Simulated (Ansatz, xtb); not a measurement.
## Isomers of C5H3N in order of energy

7 gas-phase structures of C5H3N, from a drawn sample of its isomers (lower ones may exist). Each was relaxed with GFN2-xTB:

A. `C#C/C=C/C#N`, a singlet
B. `C=C=C=CC#N`, a singlet
C. `C#C/C=C\C#N`, a singlet
D. `[H]/N=C\C#CC#C`, a singlet
E. `C=C1C=C1C#N`, a singlet
F. `C=CC#CC#N`, a singlet
G. `C#CC(=C)C#N`, a singlet

Task: Which do you expect lowest at r2SCAN-D4/def2-SVP//GFN2-xTB, and how would the others follow?

Result: Calculated order at r2SCAN-D4/def2-SVP//GFN2-xTB: F (0.0), A (16.8), C (18.5), B (29.3), G (37.9), E (90.8), D (131.8) kJ/mol. Less than 1 kcal/mol parts A and C, so the order within that pair means little.

Energies above the lowest of each column, in kJ/mol; the last columns are at r2SCAN-D4/def2-SVP geometries and were run for some of them only (a dash: not run or not comparable):

```
structure  GFN2-xTB  HF/STO-3G  r2SCAN-D4/def2-SVP//GFN2-xTB  r2SCAN-D4/def2-SVP  CCSD(T)/def2-SVP + ΔMP2/def2-TZVPP
        F       0.0        0.0                           0.0                 0.0                                 0.0
        A       6.5       13.3                          16.8                15.7                                 2.4
        C       8.9       14.1                          18.5                17.1                                 3.0
        B      30.0       84.6                          29.3                29.0                                38.9
        G      20.1       21.4                          37.9                36.4                                13.2
        E      82.3      125.9                          90.8                   –                                   –
        D      88.6      192.4                         131.8                   –                                   –
```

Every level run on F puts it lowest or level with the lowest. CCSD(T)/def2-SVP + ΔMP2/def2-TZVPP orders those it was run on as F (0.0), A (2.4), C (3.0), G (13.2), B (38.9) kJ/mol. Less than 1 kcal/mol parts F and A; A and C, so the order within those pairs means little. Frequencies (r2SCAN-D4/def2-SVP) were run for A, B, C, F, G alone. ΔMP2 is the change of the MP2 energy from the smaller to the larger basis.

Over these structures GFN2-xTB departs from r2SCAN-D4/def2-SVP//GFN2-xTB by 10.2 kJ/mol on average once a common shift is removed. A GFN2-xTB relaxation took about 0.11 s and the r2SCAN-D4/def2-SVP//GFN2-xTB energy about 1.3 s on a shared host (Ansatz 0.2.0, xtb 6.7.1).
